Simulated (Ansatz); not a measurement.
**Changing the shape of NO2, doublet**

Computed with Ansatz's Gaussian-basis code (development build); OMP3 by scripts on PySCF. Settings: cc-pVTZ; 3 core orbitals frozen; no relativity. On stretched bonds single-reference methods can fail or change state.

Case A:

```xyz
3

N     0.0000    0.0000    0.3323
O     0.0000    1.1181   -0.1454
O     0.0000   -1.1181   -0.1454
```

Case B:

```xyz
3

N    -0.0073   -0.0026    0.3386
O     0.0070    1.1236   -0.1408
O    -0.0083   -1.1149   -0.1408
```

Case C:

```xyz
3

N     0.0000    0.0000    0.0000
O     0.0000    1.1046    0.4689
O     0.0000   -1.1046    0.4689
```

Energy less that of case A, in eV:

```csv
case,RCCSD,UOMP3
B,+0.010,+0.012
C,-0.054,-0.077
```

Question: What does UCCSD(T) give for these differences?

Answer: B: +0.006 eV (0.1 kcal/mol); C: -0.009 eV (-0.2 kcal/mol).
